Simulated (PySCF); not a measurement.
Chlorine: a sound run and one with changed settings

Sound run: Cl [Ne] 3s2 3p5, Cl⁺ [Ne] 3s2 3p4. Computed with PySCF 2.14 in cc-pVTZ-DK (5s4p2d1f, 34 functions), with the spin-free X2C one-electron Hamiltonian (Gaussian nucleus). In the sound run the correlated levels freeze [Ne]. The sound run starts from symmetry-adapted Hartree-Fock orbitals and uses a fine grid where one is needed.

Changed run: a valence shell is frozen. This setting is unsound on purpose.

```
species   method  sound run (hartree)  changed run (hartree)  converged
     Cl      MP2           -461.05230             -460.99148        yes
     Cl  CCSD(T)           -461.08065             -461.00442        yes
    Cl⁺      MP2           -460.58581             -460.51968        yes
    Cl⁺  CCSD(T)           -460.61416             -460.53109        yes
```

Ionisation energy of Cl:

```json
{"method": "UHF", "sound run (eV)": "11.756", "changed run (eV)": "11.756"}
{"method": "MP2", "sound run (eV)": "12.694", "changed run (eV)": "12.838"}
{"method": "SCS-MP2", "sound run (eV)": "12.692", "changed run (eV)": "12.910"}
{"method": "CCSD", "sound run (eV)": "12.658", "changed run (eV)": "12.831"}
{"method": "CCSD(T)", "sound run (eV)": "12.694", "changed run (eV)": "12.880"}
```

Freezing a valence shell removes pair correlation that changes on ionisation.

For comparison, NIST gives 12.968 eV between the lowest levels.
